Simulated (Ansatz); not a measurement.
**LiC− (triplet): wave-function methods side by side at distance C1–Li2 = 2.177 Å, 6-31++G****

Aim: climb from Hartree-Fock through coupled cluster and multireference methods for LiC− (triplet) at one geometry and basis, and see what each rung misses.

Method: 6-31++G**, core rule «outside noble gas», up to 2 orbitals frozen; program: Ansatz 0.2.0, Gaussian basis.

The runs, in order: UHF; CCSD(T) on ROHF; CCSD(T) on UHF; BCCD(T) on ROHF; CISD; CCSDT(Q) on ROHF; CCSDT(Q) on UHF; CASSCF and MRCISD+Q, 4 electrons in 4 orbitals; CASSCF and NEVPT2, 4 electrons in 4 orbitals; Full CI.

48 further runs of the same task are left out: 34 for a known fault of the program, 12 that didn't finish, 2 set aside as unsound or not needed.

## 1. What is computed

The geometry derives from a PBE0/def2-TZVPD stationary point (not a proven minimum). One bond is set to the value named and the two fragments are kept rigid.

2 atoms, charge -1, spin multiplicity 3.

Atoms are counted from 1 here; the program's logs count them from 0.

Bond lengths: C1–Li2 2.177 Å.

As a file:

| atom | x (Å) | y (Å) | z (Å) |
| --- | --- | --- | --- |
| C1 | 0.0000 | 0.0000 | 0.0000 |
| Li2 | 0.0000 | 0.0000 | 2.1770 |

## 2. UHF

Contents of in.yaml:

```yaml
crystal:
  periodic: [false, false, false]
  atoms:
    - {symbol: C, position_ang: [0.000000, 0.000000, 0.000000]}
    - {symbol: Li, position_ang: [0.000000, 0.000000, 2.177000]}
basis:
  gaussian: {orbitals: "6-31++G**"}
total_charge: -1
magnetization: {spin_polarized: true, initial_magnetization: 2}
hamiltonian: {xc: hf}
output: {orbitals: {seedname: orbitals}}
```

Command:

```
$ ansatz run in.yaml --threads 1 --pin off --events-out ev --progress --plain --max-ram 2393MiB
```

The runs that follow: CCSD(T) on ROHF; CCSD(T) on UHF; BCCD(T) on ROHF; CISD; CCSDT(Q) on ROHF; CCSDT(Q) on UHF; CASSCF and MRCISD+Q, 4 electrons in 4 orbitals; CASSCF and NEVPT2, 4 electrons in 4 orbitals; Full CI.

Before running them: what should the planned runs give, taken together? Wanted: FCI below the RHF energy; RMP2 from FCI; UMP2 from FCI; RCCSD from FCI; RCCSD(T) from FCI; UCCSD(T) from FCI; RCCSDT(Q) from FCI; UCCSDT(Q) from FCI; NEVPT2 pair from FCI.

The runs gave:

```
                         quantity                                                                   value
         FCI below the RHF energy                                                              -4.6533 eV
                    RMP2 from FCI                                                           +163.7 kJ/mol
                    UMP2 from FCI                                                            +52.5 kJ/mol
                   RCCSD from FCI                                                            +13.0 kJ/mol
                RCCSD(T) from FCI                                                             +4.4 kJ/mol
                UCCSD(T) from FCI                                                             +2.4 kJ/mol
               RCCSDT(Q) from FCI                                                             +0.1 kJ/mol
               UCCSDT(Q) from FCI                                                              0.0 kJ/mol
             NEVPT2 pair from FCI                                                            +56.8 kJ/mol
           MRCISD+Q pair from FCI                                                             +1.3 kJ/mol
levels within 1 kcal/mol (43 meV)  UCCSD(T), BCCD(T), RCCSDT, UCCSDT, RCCSDT(Q), UCCSDT(Q), MRCISD+Q pair
                    T1 diagnostic                                                                   0.337
   effectively unpaired electrons                                                                    3.76
```

**Reading.** RCCSD(T) lands +4.4 kJ/mol from the yardstick (1.0 % of the correlation energy). CCSD(T) misses by +4.4 kJ/mol on the restricted determinant and by +2.4 kJ/mol on the unrestricted one; the two need not hold the same state or core. The occupations show strong static correlation (3.8 unpaired electrons where one determinant has 2). Coupled cluster on one determinant still stays close here. Of the multireference levels listed MRCISD+Q pair comes nearest in total energy (+1.3 kJ/mol), which doesn't show that its space is the better one. Coupled cluster took another determinant than the lowest Hartree-Fock one. These misses are within one basis, not against nature; the frozen cores of restricted and unrestricted runs differ, which can shift their rows.
